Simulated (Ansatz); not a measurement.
The input, for Ansatz 0.2.0:

```yaml
crystal:
  periodic: [false, false, false]
  atoms:
    - {symbol: Hf, position_ang: [0.000153, 0.002060, 0.384576]}
    - {symbol: Si, position_ang: [-0.000680, -0.014083, -2.223208]}
    - {symbol: H, position_ang: [0.047284, 1.279104, -3.092033]}
    - {symbol: H, position_ang: [-0.055493, -1.251464, -3.062231]}
basis:
  gaussian: {orbitals: def2-SVP}
total_charge: 1
magnetization: {spin_polarized: false, initial_magnetization: 3}
hamiltonian: {xc: hf}
accuracy: high
output: {forces: true, orbitals: {seedname: orbitals}}
```

```sh
$ ansatz run in.yaml --threads 1 --pin off --events-out ev --progress --plain --max-ram 2393MiB
```

Output:

```
1199 factors; integrals over basis functions are off by at most 4.0e-9 eV
mean field evaluation 1: about -9168.5875 eV, gradient 2.2e1 eV
mean field evaluation 2: about -9168.5960 eV, gradient 2.2e1 eV
mean field evaluation 4: about -9172.9388 eV, gradient 3.9e0 eV
mean field evaluation 8: about -9173.2136 eV, gradient 2.2e-1 eV
mean field evaluation 16: about -9173.2172 eV, gradient 2.4e-2 eV
mean field evaluation 32: about -9173.5346 eV, gradient 2.5e-2 eV
mean field evaluation 64: about -9173.5638 eV, gradient 6.3e-2 eV
mean field evaluation 96: about -9173.3876 eV, gradient 9.0e0 eV
mean field evaluation 128: about -9173.5313 eV, gradient 1.4e-1 eV
mean field evaluation 160: about -9173.5336 eV, gradient 8.6e-2 eV
mean field evaluation 192: about -9172.8324 eV, gradient 7.4e-1 eV
mean field evaluation 224: about -9173.5305 eV, gradient 1.1e-1 eV
mean field evaluation 256: about -9172.5123 eV, gradient 1.9e0 eV
mean field evaluation 288: about -9172.4073 eV, gradient 1.4e1 eV
mean field evaluation 320: about -9172.1453 eV, gradient 2.0e-1 eV
mean field evaluation 352: about -9171.4437 eV, gradient 8.7e0 eV
mean field evaluation 384: about -9172.3535 eV, gradient 1.8e-1 eV
mean field evaluation 416: about -9170.4834 eV, gradient 2.1e1 eV
mean field evaluation 448: about -9172.1242 eV, gradient 2.5e0 eV
mean field evaluation 480: about -9173.5324 eV, gradient 7.1e-2 eV
mean field evaluation 512: about -9173.4333 eV, gradient 4.2e0 eV
mean field evaluation 544: about -9170.2217 eV, gradient 5.1e-1 eV
mean field -9173.53507563 eV, -337.1211959841 hartree, gradient 1.9e-8 eV, S^2 3.750000; 10 other end points of the search recorded, 0 dependent functions left out
the calculation of the forces begins
reference -9173.53507563 eV, -337.1211959841 hartree; 15, 12 occupied and 45, 48 virtual orbitals, 1199 factors
Total energy: -9173.53507563 eV, -337.1211959841 hartree
Atom 0 at     0.000153     0.002060     0.384576 Å, force     0.001103     0.006831     0.214565 eV/Å
Atom 1 at    -0.000680    -0.014083    -2.223208 Å, force     0.024691     0.817403    -1.199255 eV/Å
Atom 2 at     0.047284     1.279104    -3.092033 Å, force    -0.041050    -1.139644     0.773859 eV/Å
Atom 3 at    -0.055493    -1.251464    -3.062231 Å, force     0.015256     0.315410     0.210831 eV/Å
Dipole moment:     0.000638    -0.005776     0.638021 e Å
```

Forces (eV/Å):
```
Hf   0.001  0.007  0.215
Si   0.025  0.817 -1.199
H   -0.041 -1.140  0.774
H    0.015  0.315  0.211
```

Ran on 1 thread of Arm Neoverse V1, shared host: 9.5 s wall, 0.13 GiB peak host memory.
